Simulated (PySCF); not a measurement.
# A diatomic session: LiS

An exercise on one series of results from a longer session: the logs are not shown, and one member is left open.

Computed with PySCF 2.14.0. Level: Li STO-3G, S STO-3G, no relativity.

The first run:

Settings of the job:

- atoms: Li, S
- charge: 0
- basis: Li STO-3G, S STO-3G
- Hamiltonian: no relativity
- basis functions: 14
- electrons treated: 19
- masses in u: 7.0160, 31.9721
- levels: PBE0, PBE, r²SCAN, BHandHLYP, B97-3, M06-2X, HF, MP2, SCS-MP2, CCSD, CCSD(T)
- grid: 80 radial by 434 angular points
- occupations: held fixed by the projection of orbital angular momentum
- dissociation limit: Li + S, each in its ground configuration
- starting distance in angstrom: 2.270
- values of 2S to try: 1, 3

Launch:

```
$ OMP_NUM_THREADS=1 python dia.py task.json out
```

Among the steps run: The job; PBE0 along the bond; Excited determinants; PBE (GGA); r²SCAN; BHandHLYP (global hybrid GGA); B97-3; M06-2X (hybrid meta-GGA); UHF; MP2 and coupled cluster.

One table of the session follows, with a row left open; its other results are not shown here.

Energy (eV) from each level's lowest point:

```
R (Å)    UHF  UHF-MP2  UHF-SCS-MP2  UHF-CCSD  UHF-CCSD(T)
1.737  0.687    0.742        0.738       n/a          n/a
1.818  0.305    0.338        0.335     0.348        0.369
1.899      ?        ?            ?         ?            ?
1.959  0.017    0.025        0.024     0.028        0.034
2.020  0.000    0.000        0.000     0.000        0.000
2.081  0.028    0.023        0.024     0.019        0.013
2.161  0.121    0.113        0.116     0.102        0.088
2.262  0.301    0.296        0.302     0.271        0.250
2.384  0.573    0.598        0.609     0.536        0.512
2.545  0.930    1.192        1.215       n/a          n/a
```

Q: Estimate the row for R (Å) = 1.899 from the others.

Worked estimate for «UHF». A straight line through the neighbours (1.818, 0.305) and (1.959, 0.017) gives 0.305 + (0.017 − 0.305) × (1.899 − 1.818) / (1.959 − 1.818) = 0.140; a parabola fitted to 4 rows on both sides gives 0.085.

The run gave: UHF: 0.092; UHF-MP2: 0.109; UHF-SCS-MP2: 0.107; UHF-CCSD: 0.115; UHF-CCSD(T): 0.128. In «UHF» the line misses by +0.048 and the parabola by -0.007.
